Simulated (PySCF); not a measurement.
# Gas-phase thermal properties of SiH₂ClNH₂

Energies from PySCF (xtb for GFN2), thermal terms from the rigid-rotor harmonic-oscillator model, ideal gas at 1 bar. 6-31G* has spherical d functions here. All species are closed-shell singlets. B3LYP is the form with VWN-RPA correlation. SiH₂ClNH₂: computed as isolated molecules; such fragments, hydroxides, amides, oligomers or adducts are transient or little studied in the gas. The harmonic model lacks anharmonicity and excited electronic states, which grow with temperature; levels with a mode under 35 cm⁻¹ are left out. Internal rotation in SiH₂ClNH₂ is treated as a harmonic vibration of one conformer, which makes the entropy rough.

```csv
level,point group,σ,ZPE (kJ/mol),S°298 (J/mol/K),Cp298 (J/mol/K),S°1000 (J/mol/K),H1000 − H298 (kJ/mol)
B3LYP/6-31G*,Cs,1,118.9,293.3,74.8,415.4,74.3
GFN2-xTB,Cs,1,112.0,301.8,80.9,428.9,76.8
HF/6-31G*,Cs,1,126.8,291.5,72.0,410.2,72.4
PBE/def2-SVP,Cs,1,114.6,294.7,76.5,419.0,75.5
PBE0/def2-TZVP,Cs,1,118.2,294.1,75.5,416.9,74.7
```
σ: rotational symmetry number. Electronic degeneracy used: 1. Frequencies are unscaled.
